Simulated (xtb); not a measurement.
xtb single point, GFN2-xTB, GBSA implicit chloroform, on sulfur dioxide, SO2 (SMILES O=S=O), charge 0, multiplicity 1.

```
xtb m.xyz --gfn 2 --chrg 0 --uhf 0 --norestart --sp --gbsa chcl3

3

O     -1.218522     0.378026    -0.000000
S     -0.000191    -0.378026     0.000000
O      1.218522     0.377946    -0.000000
```

It prints:

```

          ...................................................
          :                      SETUP                      :
          :.................................................:
          :  # basis functions                  18          :
          :  # atomic orbitals                  17          :
          :  # shells                            7          :
          :  # electrons                        18          :
          :  max. iterations                   250          :
          :  Hamiltonian                  GFN2-xTB          :
          :  restarted?                      false          :
          :  GBSA solvation                   true          :
          :  PC potential                    false          :
          :  electronic temp.          300.0000000     K    :
          :  accuracy                    1.0000000          :
          :  -> integral cutoff          0.2500000E+02      :
          :  -> integral neglect         0.1000000E-07      :
          :  -> SCF convergence          0.1000000E-05 Eh   :
          :  -> wf. convergence          0.1000000E-03 e    :
          :  Broyden damping             0.4000000          :
          :  net charge                          0          :
          :  unpaired electrons                  0          :
          ...................................................

 iter      E             dE          RMSdq      gap      omega  full diag
   1    -11.4050139 -0.114050E+02  0.136E+01    4.31       0.0  T
   2    -11.4225751 -0.175612E-01  0.608E+00    3.78       1.0  T
   3    -11.4248578 -0.228268E-02  0.146E+00    3.57       1.0  T
   4    -11.4250958 -0.238022E-03  0.359E-01    3.65       1.0  T
   5    -11.4251052 -0.941839E-05  0.176E-01    3.66       1.0  T
   6    -11.4251083 -0.309750E-05  0.353E-02    3.67       1.6  T
   7    -11.4251083 -0.401968E-07  0.307E-03    3.67      18.8  T
   8    -11.4251083 -0.927214E-09  0.147E-03    3.67      39.2  T
   9    -11.4251083 -0.238819E-09  0.553E-04    3.67     104.4  T
  10    -11.4251083 -0.543299E-10  0.987E-05    3.67     585.0  T

   *** convergence criteria satisfied after 10 iterations ***

         #    Occupation            Energy/Eh            Energy/eV
      -------------------------------------------------------------
         1        2.0000           -0.8137180             -22.1424
       ...           ...                  ...                  ...
         3        2.0000           -0.6561694             -17.8553
         4        2.0000           -0.5530168             -15.0484
         5        2.0000           -0.5524719             -15.0335
         6        2.0000           -0.5492986             -14.9472
         7        2.0000           -0.4863818             -13.2351
         8        2.0000           -0.4674865             -12.7210
         9        2.0000           -0.4480835             -12.1930 (HOMO)
        10                         -0.3131632              -8.5216 (LUMO)
        11                         -0.1619107              -4.4058
        12                         -0.0949806              -2.5846
        13                          0.0077342               0.2105
        14                          0.0977568               2.6601
       ...                                ...                  ...
        17                          1.1912650              32.4160
      -------------------------------------------------------------
                  HL-Gap            0.1349203 Eh            3.6714 eV
             Fermi-level           -0.3806234 Eh          -10.3573 eV


         :::::::::::::::::::::::::::::::::::::::::::::::::::::
         ::                     SUMMARY                     ::
         :::::::::::::::::::::::::::::::::::::::::::::::::::::
         :: total energy             -11.378951617838 Eh    ::
         :: total w/o Gsasa/hb       -11.377831179404 Eh    ::
         :: gradient norm              0.015094176280 Eh/a0 ::
         :: HOMO-LUMO gap              3.671369470413 eV    ::
         ::.................................................::
         :: SCC energy               -11.425108346990 Eh    ::
         :: -> isotropic ES            0.063578919555 Eh    ::
         :: -> anisotropic ES          0.004557857224 Eh    ::
         :: -> anisotropic XC          0.001407506354 Eh    ::
         :: -> dispersion             -0.001251041423 Eh    ::
         :: -> Gsolv                  -0.012957204150 Eh    ::
         ::    -> Gelec               -0.011836765716 Eh    ::
         ::    -> Gsasa               -0.005227233209 Eh    ::
         ::    -> Ghb                  0.000000000000 Eh    ::
         ::    -> Gshift               0.004106794775 Eh    ::
         :: repulsion energy           0.046156729152 Eh    ::
         :: add. restraining           0.000000000000 Eh    ::
         :: total charge              -0.000000000000 e     ::
         :::::::::::::::::::::::::::::::::::::::::::::::::::::

           -------------------------------------------------
          |                Property Printout                |
           -------------------------------------------------

    * Orbital Energies and Occupations

         #    Occupation            Energy/Eh            Energy/eV
      -------------------------------------------------------------
         1        2.0000           -0.8137180             -22.1424
         2        2.0000           -0.7043344             -19.1659
         3        2.0000           -0.6561694             -17.8553
         4        2.0000           -0.5530168             -15.0484
         5        2.0000           -0.5524719             -15.0335
         6        2.0000           -0.5492986             -14.9472
         7        2.0000           -0.4863818             -13.2351
         8        2.0000           -0.4674865             -12.7210
         9        2.0000           -0.4480835             -12.1930 (HOMO)
        10                         -0.3131632              -8.5216 (LUMO)
        11                         -0.1619107              -4.4058
        12                         -0.0949806              -2.5846
        13                          0.0077342               0.2105
        14                          0.0977568               2.6601
        15                          0.1269135               3.4535
        16                          0.6834154              18.5967
        17                          1.1912650              32.4160
      -------------------------------------------------------------
                  HL-Gap            0.1349203 Eh            3.6714 eV
             Fermi-level           -0.3806234 Eh          -10.3573 eV

     #   Z          covCN         q      C6AA      α(0)
     1   8 O        0.860    -0.543    24.765     6.672
     2  16 S        1.719     1.087   104.158    17.179
     3   8 O        0.860    -0.544    24.770     6.673

 Mol. C6AA /au·bohr⁶  :        400.681940
 Mol. C8AA /au·bohr⁸  :      13310.673882
 Mol. α(0) /au        :         30.524044

Wiberg/Mayer (AO) data.
largest (>0.10) Wiberg bond orders for each atom

 ---------------------------------------------------------------------------
     #   Z sym  total        # sym  WBO       # sym  WBO       # sym  WBO
 ---------------------------------------------------------------------------
     1   8 O    2.080 --     2 S    1.902     3 O    0.178
     2  16 S    3.804 --     1 O    1.902     3 O    1.902
     3   8 O    2.079 --     2 S    1.902     1 O    0.178
 ---------------------------------------------------------------------------


molecular dipole:
                 x           y           z       tot (Debye)
 q only:       -0.001      -1.553       0.000
   full:       -0.001      -1.408       0.000       3.578
molecular quadrupole (traceless):
                xx          xy          yy          xz          yz          zz
 q only:       -5.763       0.000       2.882       0.000       0.000       2.881
  q+dip:       -6.705       0.001       3.052       0.000       0.000       3.652
   full:       -7.010       0.001       2.520       0.000       0.000       4.489

           -------------------------------------------------
          | TOTAL ENERGY              -11.378951617838 Eh   |
          | GRADIENT NORM               0.015094176280 Eh/α |
          | HOMO-LUMO GAP               3.671369470413 eV   |
           -------------------------------------------------
```

The total energy is -309.64 eV, -0.31 eV from the same level's vacuum run.
